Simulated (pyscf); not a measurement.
Thermochemistry of product channels of `[NH2][Ti]([Cl])([Cl])[Cl]` + `[H][H]` on the singlet surface, in kcal/mol, from ωB97M-D3(BJ)/def2-TZVP energies (ideal gas, 1 atm, RRHO with modes under 100 cm⁻¹ raised to 100, one conformer, R ln 2 for rigid chiral ones). Single points on ωB97X-D3(BJ)/def2-SVP structures (PySCF, gas phase).

```json
[
 {"products": "`[Cl][TiH]([Cl])[Cl]` + `[NH3]`", "ΔE": "?", "ΔH(298 K)": "+22.8", "ΔG(900 K)": "+21.1", "ΔG(1200 K)": "+21.5"},
 {"products": "`[NH2][TiH]([Cl])[Cl]` + `[ClH]`", "ΔE": "+35.1", "ΔH(298 K)": "+35.7", "ΔG(900 K)": "+31.8", "ΔG(1200 K)": "+30.9"}
]
```

**Question.** Fill in the missing entries.

**Answer.** 
- `[Cl][TiH]([Cl])[Cl]` + `[NH3]`, ΔE: +19.8

These are energies of the channels, which say nothing of barriers.
